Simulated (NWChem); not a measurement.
# Lowest excitation of CH₂

```xyz
3

C      0.0000     0.0000     0.1799
H      0.8622     0.0000    -0.5398
H     -0.8622     0.0000    -0.5398
```
Charge 0, spin multiplicity 1.

The numbers come from NWChem runs, not from measurements. Structure: optimised with B3LYP/def2-SVP, a minimum by its harmonic frequencies.

Basis set: def2-SVPD. CR-EOMCCSD(T) is the triples correction to the same EOM-CCSD root.

```tsv
method	lowest vertical singlet excitation energy (eV)	difference from EOM-CCSD
TDA-LDA (SVWN5)	1.55	-0.23
CIS	1.68	-0.10
TD-PBE	1.47	-0.31
EOM-CCSD	1.77	0.00
CR-EOMCCSD(T)	1.72	-0.06
TD-B3LYP	1.49	-0.29
```

The values span 0.31 eV, from TD-PBE (lowest) to EOM-CCSD (highest). 

The correlated methods keep 1 core orbital frozen. B3LYP has NWChem's definition, with VWN1-RPA local correlation. The structure started from a generated list of species. No row is a measurement; the coupled-cluster row has its own basis-set and correlation limits.
